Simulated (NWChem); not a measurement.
Everything below was run with NWChem. System: HN, charge 0, spin multiplicity 3, at a geometry optimised with UPBE/def2-SVP. The structure started from a generated list of species. Its SCF solution wasn't tested for a lower state. Level: ROCCSD(T)/3-21G, 1 core orbitals frozen.

Input file:

```
start mol
memory heap 100 mb stack 700 mb global 1900 mb
geometry units angstroms nocenter noautoz
  N      0.000000     0.000000     0.132558
  H      0.000000     0.000000    -0.927906
  symmetry group C2v
end
basis spherical
  * library 3-21g
end
scf
  rohf
  nopen 2
  maxiter 100
  thresh 1e-7
  semidirect memsize 60000000 filesize 0
  # guess.movecs holds the orbitals of an unrestricted PBE0 run
  vectors input guess.movecs output mol.movecs
end
tce
  freeze core 1
  ccsd(t)
  2eorb
  2emet 13
  thresh 1e-6
  maxiter 100
  tilesize 24
end
task tce energy
```

Output (cleaned and shortened):

```
             Northwest Computational Chemistry Package (NWChem) 7.3.0
             --------------------------------------------------------

                                NWChem Input Module
                                -------------------

 Scaling coordinates for geometry "geometry" by  1.889725989
 (inverse scale =  0.529177249)

 Turning off AUTOSYM since
 SYMMETRY directive was detected!

                             Geometry "geometry" -> ""
                             -------------------------

 Output coordinates in angstroms (scale by  1.889725989 to convert to a.u.)

  No.       Tag          Charge          X              Y              Z
 ---- ---------------- ---------- -------------- -------------- --------------
    1 N                    7.0000     0.00000000     0.00000000     0.13255800
    2 H                    1.0000     0.00000000     0.00000000    -0.92790600

 Effective nuclear repulsion energy (a.u.)       3.4930377108

            Nuclear Dipole moment (a.u.)
            ----------------------------
        X                 Y               Z
 ---------------- ---------------- ----------------
     0.0000000000     0.0000000000    -0.0000000000

      Symmetry information
      --------------------

 Group name             C2v
 Group number             16
 Group order               4
 No. of unique centers     2

      Symmetry unique atoms

     1    2


 Summary of "ao basis" -> "" (spherical)
 ------------------------------------------------------------------------------
       Tag                 Description            Shells   Functions and Types
 ---------------- ------------------------------  ------  ---------------------
 *                           3-21g                    on all atoms

 Summary of "ao basis" -> "ao basis" (spherical)
 ------------------------------------------------------------------------------
       Tag                 Description            Shells   Functions and Types
 ---------------- ------------------------------  ------  ---------------------
 N                           3-21g                   5        9   3s2p
 H                           3-21g                   2        2   2s

                                 NWChem SCF Module
                                 -----------------

  ao basis        = "ao basis"
  functions       =    11
  atoms           =     2
  closed shells   =     3
  open shells     =     2
  charge          =   0.00
  wavefunction    = ROHF
  use symmetry    = T
  symmetry adapt  = T

 Summary of "ao basis" -> "ao basis" (spherical)
 ------------------------------------------------------------------------------
       Tag                 Description            Shells   Functions and Types
 ---------------- ------------------------------  ------  ---------------------
 N                           3-21g                   5        9   3s2p
 H                           3-21g                   2        2   2s

      Symmetry analysis of basis
      --------------------------

        a1          7
        a2          0
        b1          2
        b2          2

 Forming initial guess at       0.0s

      Symmetry analysis of molecular orbitals - initial
      -------------------------------------------------

  Numbering of irreducible representations:

     1 a1          2 a2          3 b1          4 b2

  Orbital symmetries:

     1 a1          2 a1          3 a1          4 b2          5 b1
     6 a1          7 a1          8 b2          9 b1         10 a1
    11 a1

 Starting SCF solution at       0.0s

 ----------------------------------------------
         Quadratically convergent ROHF

 Convergence threshold     :          1.000E-07
 Maximum no. of iterations :          100
 Final Fock-matrix accuracy:          1.000E-09
 ----------------------------------------------

              iter       energy          gnorm     gmax       time
             ----- ------------------- --------- --------- --------
                 1      -54.6486221788  4.16D-01  2.99D-01      0.0
                 2      -54.6544774146  6.64D-02  2.87D-02      0.0
                 3      -54.6548016679  1.84D-03  9.78D-04      0.0
                 4      -54.6548020578  1.57D-06  1.11D-06      0.0
                 5      -54.6548020578  8.24D-09  4.13D-09      0.0

       Final ROHF results
       ------------------

         Total SCF energy =    -54.654802057811
      One-electron energy =    -81.115450082194
      Two-electron energy =     22.967610313534
 Nuclear repulsion energy =      3.493037710849

        Time for solution =      0.0s

       Symmetry analysis of molecular orbitals - final
       -----------------------------------------------

  Numbering of irreducible representations:

     1 a1          2 a2          3 b1          4 b2

  Orbital symmetries:

     1 a1          2 a1          3 a1          4 b2          5 b1
     6 a1          7 a1          8 b1          9 b2         10 a1
    11 a1

             Final eigenvalues
             -----------------

              1
    1  -15.5177
    2   -1.0260
    3   -0.5211
    4   -0.1565
    5   -0.1565
    6    0.2835
    7    1.1571
    8    1.3621
    9    1.3621
   10    1.4612
   11    2.1799

                       ROHF Final Molecular Orbital Analysis
                       -------------------------------------

 Vector    3  Occ=2.000000D+00  E=-5.210889D-01  Symmetry=a1
              MO Center=  1.3D-16,  3.4D-16,  7.3D-02, r^2= 9.4D-01
   Bfn.  Coefficient  Atom+Function         Bfn.  Coefficient  Atom+Function
  ----- ------------  ---------------      ----- ------------  ---------------
     6      0.471740  1 N  s                  5      0.396626  1 N  pz
     9      0.390013  1 N  pz                11     -0.255371  2 H  s
    10     -0.251141  2 H  s

 Vector    4  Occ=1.000000D+00  E=-1.565274D-01  Symmetry=b2
              MO Center=  1.9D-46, -3.2D-16,  1.3D-01, r^2= 6.8D-01
   Bfn.  Coefficient  Atom+Function         Bfn.  Coefficient  Atom+Function
  ----- ------------  ---------------      ----- ------------  ---------------
     8      0.600911  1 N  py                 4      0.547280  1 N  py

 Vector    5  Occ=1.000000D+00  E=-1.565274D-01  Symmetry=b1
              MO Center= -1.4D-16, -6.0D-55,  1.3D-01, r^2= 6.8D-01
   Bfn.  Coefficient  Atom+Function         Bfn.  Coefficient  Atom+Function
  ----- ------------  ---------------      ----- ------------  ---------------
     7      0.600911  1 N  px                 3      0.547280  1 N  px

 Vector    6  Occ=0.000000D+00  E= 2.835343D-01  Symmetry=a1
              MO Center=  1.1D-19,  3.7D-19, -9.7D-01, r^2= 1.6D+00
   Bfn.  Coefficient  Atom+Function         Bfn.  Coefficient  Atom+Function
  ----- ------------  ---------------      ----- ------------  ---------------
    11      1.508602  2 H  s                  6     -0.909430  1 N  s
     9      0.763445  1 N  pz                 5      0.283391  1 N  pz

 Vector    7  Occ=0.000000D+00  E= 1.157058D+00  Symmetry=a1
              MO Center=  6.4D-20, -7.5D-20, -8.3D-01, r^2= 9.0D-01
   Bfn.  Coefficient  Atom+Function         Bfn.  Coefficient  Atom+Function
  ----- ------------  ---------------      ----- ------------  ---------------
    10      1.330105  2 H  s                 11     -0.852561  2 H  s
     9      0.312999  1 N  pz                 5      0.190017  1 N  pz

 Vector    8  Occ=0.000000D+00  E= 1.362122D+00  Symmetry=b1
              MO Center=  9.7D-20, -6.6D-60,  1.3D-01, r^2= 1.0D+00
   Bfn.  Coefficient  Atom+Function         Bfn.  Coefficient  Atom+Function
  ----- ------------  ---------------      ----- ------------  ---------------
     3      1.031193  1 N  px                 7     -1.000890  1 N  px

 center of mass
 --------------
 x =   0.00000000 y =   0.00000000 z =   0.11595152

 moments of inertia (a.u.)
 ------------------
           3.775646545282           0.000000000000           0.000000000000
           0.000000000000           3.775646545282           0.000000000000
           0.000000000000           0.000000000000           0.000000000000

  Mulliken analysis of the total density
  --------------------------------------

    Atom       Charge   Shell Charges
 -----------   ------   -------------------------------------------------------
    1 N    7     7.26   1.99  0.44  1.53  1.52  1.78
    2 H    1     0.74   0.46  0.28

 Mulliken analysis of the open-shell density
 -------------------------------------------

    Atom       Charge   Shell Charges
 -----------   ------   -------------------------------------------------------
    1 N    7     2.00   0.00  0.00  0.94  0.00  1.06
    2 H    1     0.00   0.00  0.00

       Multipole analysis of the density wrt the origin
       ------------------------------------------------

     L   x y z        total         open         nuclear
     -   - - -        -----         ----         -------
     0   0 0 0     -0.000000     -2.000000      8.000000

     1   1 0 0     -0.000000      0.000000      0.000000
     1   0 1 0     -0.000000      0.000000      0.000000
     1   0 0 1     -0.687771     -0.500997     -0.000000

     2   2 0 0     -4.453876     -1.942728      0.000000
     2   1 1 0     -0.000000      0.000000      0.000000
     2   1 0 1     -0.000000      0.000000      0.000000
     2   0 2 0     -4.453876     -1.942728      0.000000
     2   0 1 1     -0.000000      0.000000      0.000000
     2   0 0 2     -4.254994     -1.096863      3.513966

                   NWChem Extensible Many-Electron Theory Module
                   ---------------------------------------------


            General Information
            -------------------
      Number of processors :     1
         Wavefunction type : Restricted open-shell Hartree-Fock
          No. of electrons :     8
           Alpha electrons :     5
            Beta electrons :     3
           No. of orbitals :    22
            Alpha orbitals :    11
             Beta orbitals :    11
        Alpha frozen cores :     1
         Beta frozen cores :     1
     Alpha frozen virtuals :     0
      Beta frozen virtuals :     0
         Spin multiplicity : triplet
    Number of AO functions :    11
       Number of AO shells :     7
        Use of symmetry is : on
      Symmetry adaption is : on
         Schwarz screening : 0.10D-09

          Correlation Information
          -----------------------
          Calculation type : Coupled-cluster singles & doubles w/ perturbation
   Perturbative correction : (T)
            Max iterations :      100
        Residual threshold : 0.10D-05
     T(0) DIIS level shift : 0.00D+00
     L(0) DIIS level shift : 0.00D+00
     T(1) DIIS level shift : 0.00D+00
     L(1) DIIS level shift : 0.00D+00
     T(R) DIIS level shift : 0.00D+00
     T(I) DIIS level shift : 0.00D+00
   CC-T/L Amplitude update :  5-th order DIIS
                I/O scheme : Global Array Library
        L-threshold :  0.10D-05
        EOM-threshold :  0.10D-05
 no EOMCCSD initial starts read in
 TCE RESTART OPTIONS
 SLICE:      F
 D4D5:       F
 quantumc:   F
 qrotation:  F
 pwtce:      F
 qducc:      F
 nacto:                         0
 nrotv:                         0
 nrot:                          0

            Memory Information
            ------------------
          Available GA space size is     249036558 doubles
          Available MA space size is     104856532 doubles

 Maximum block size supplied by input
 Maximum block size        24 doubles

 tile_dim =      4

 -------------------------------------------------

 Global array virtual files algorithm will be used

 Parallel file system coherency ......... OK

 4-electron integrals stored in orbital form

 v2    file size   =              943
 4-index algorithm nr.  13 is used
 imaxsize =       30
 imaxsize ichop =        0


CCSD iterations
 ---------------------------------------------------------
 Iter          Residuum       Correlation     Cpu    Wall
 ---------------------------------------------------------
    1   0.0692025682372  -0.0605391402817     0.0     0.0
    2   0.0222484136701  -0.0674233668382     0.0     0.0
    3   0.0084642808432  -0.0692170517246     0.0     0.0
    4   0.0034851886008  -0.0698406682949     0.0     0.0
    5   0.0015049376494  -0.0700796811664     0.0     0.0
    6   0.0001155353592  -0.0702520455177     0.0     0.0
    7   0.0000450948987  -0.0702525766135     0.0     0.0
    8   0.0000237558854  -0.0702525266335     0.0     0.0
    9   0.0000135002242  -0.0702525068080     0.0     0.0
   10   0.0000079187404  -0.0702525042164     0.0     0.0
   11   0.0000008170504  -0.0702525220623     0.0     0.0
 -----------------------------------------------------------------
 Iterations converged
 CCSD correlation energy / hartree =        -0.070252522062340
 CCSD total energy / hartree       =       -54.725054579873223

 Singles contributions

 Doubles contributions
 CCSD(T)
 Using plain CCSD(T) code
             total no. of tasks          116
 total no. of tasks / no. procs          116
                         wl_min            1           1.0
                         wl_max          512           2.8
        thresh for no. of tasks          116

 CCSD[T]  correction energy / hartree =        -0.000522938476823
 CCSD[T] correlation energy / hartree =        -0.070775460539164
 CCSD[T] total energy / hartree       =       -54.725577518350043
 CCSD(T)  correction energy / hartree =        -0.000500177239540
 CCSD(T) correlation energy / hartree =        -0.070752699301880
 CCSD(T) total energy / hartree       =       -54.725554757112761

 Task  times  cpu:        0.4s     wall:        0.4s

 Total times  cpu:        0.4s     wall:        0.4s
```
